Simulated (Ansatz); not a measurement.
Basis-set extrapolation for C2HClOS (`S=C1OC1Cl`) (PBE0-D4/def2-TZVP geometry, frozen core, Ansatz). Multiplicity 1, RHF reference.

|  | def2-TZVPP | def2-QZVPP |
| --- | --- | --- |
| HF | -1008.212939 | -1008.243208 |
| MP2 correlation | -0.904380 | -0.976777 |
| CCSD(T) correlation | -0.977945 | not run |

Energies in hartree. Use E(X) = E(∞) + A·exp(−7.88·√X) for Hartree–Fock and E(X) = E(∞) + B·X^(−2.97) for correlation, with X = 3 and 4, and add CCSD(T) minus MP2 of the smaller set to the MP2 limit.

What is the CCSD(T) energy at the basis-set limit?

HF limit: -1008.243208 + (-0.030269) × 0.13774 = -1008.24738. MP2 limit: -0.976777 + (-0.072397) × 0.74074 = -1.03040. Higher-order term: -0.977945 − (-0.904380) = -0.07356. Total: -1009.35134 hartree, 421.3 kJ/mol below CCSD(T)/def2-TZVPP.
